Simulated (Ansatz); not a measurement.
## Vanadium, bcc: convergence with the plane-wave cutoff

Computed with Ansatz, PBE, scalar-relativistic PAW, on the relaxed cell (a = 2.998 Å; spin not included). Errors count from a run at 420 eV on a Γ-centred 24×24×24 mesh with Fermi-Dirac smearing of 0.1 eV, extrapolated to zero width. Fixed here: mesh 15×15×15, Fermi-Dirac width 0.1 eV. The pressure holds a Pulay correction and is unreliable far below the recommended cutoff. The SCF starts from atomic densities corrected by a trained network.

| cutoff (eV) | E(σ→0) error (meV/atom) | P (GPa) | SCF iterations |
| --- | --- | --- | --- |
| 150 | 29292.5 | -103.41 | 7 |
| 200 | 7249.5 | 4.26 | 7 |
| 250 | 1301.9 | 2.53 | 6 |
| 300 | 169.4 | -0.33 | 6 |
| 350 | 14.0 | -0.03 | 6 |
| 420 | -0.9 | -0.02 | 6 |
| 500 | -2.7 | -0.06 | 6 |
| 800 | -3.7 | -0.09 | 6 |

Question: What does the run at 600 give (cutoff)?

Answer: E(σ→0) error (meV/atom): -3.3; P (GPa): -0.08; SCF iterations: 6.

Within 5 meV/atom of the last row: from 420 eV on.
